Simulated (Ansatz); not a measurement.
Solid chlorine was calculated with r²SCAN-D4 (Ansatz, a quantum-chemistry and plane-wave program, PAW).

Numerical settings: plane-wave cutoff 500 eV, 6×6×4 k mesh (along the axes of the cell as run), gaussian smearing 0.02 eV, scalar-relativistic PAW data made under PBE.

Computed at the level's own relaxed cell.

Q: What does this level give for the equilibrium volume per atom, equilibrium lattice constant a, lattice parameter b and c axis length?

A: 
- equilibrium volume per atom: 26.59 Å³/atom
- equilibrium lattice constant a: 6.372 Å
- lattice parameter b: 4.077 Å
- c axis length: 8.189 Å
